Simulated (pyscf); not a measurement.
Structures and frequencies: ωB97X-D3(BJ)/def2-SVP in PySCF. Correlated levels are frozen-core, on RHF or UHF. ΔMP2 is the change of the MP2 total energy from the triple- to the quadruple-zeta basis.

SMILES: [Cl][TiH]([Cl])[F]
```xyz
5

F      0.3855     0.4532     0.5471
Ti    -1.0441    -0.4049     0.1348
Cl    -0.6797    -2.3243    -0.7773
Cl    -2.5617     0.8076    -0.8021
H     -1.7278    -0.8042     1.5763
```

What is the homolytic dissociation enthalpy (298 K, CCSD(T)/def2-TZVPP + ΔMP2(QZVPP)) of the F–Ti bond of F–TiH(Cl)–Cl (SMILES [F][TiH]([Cl])[Cl]), to F• + [Cl–TiH–Cl]•?

F–Ti to F• + [Cl–TiH–Cl]•: 133.9 kcal/mol. The radicals are drawn with the spin at the cut bond; how far it spreads was not checked. The CCSD(T) − MP2 part came from Ansatz, without density fitting, on the same reference. The frozen core leaves the outer d or s,p core shells of the metals and heavy elements correlated in the MP2 and CC values, and def2-TZVPP describes them poorly, which can shift differences by a few kcal/mol. Left out: the spin-orbit lowering of F. Open-shell species with a d-block atom are single-reference here; other states, and whether the spin sits on metal or ligand, were not checked.
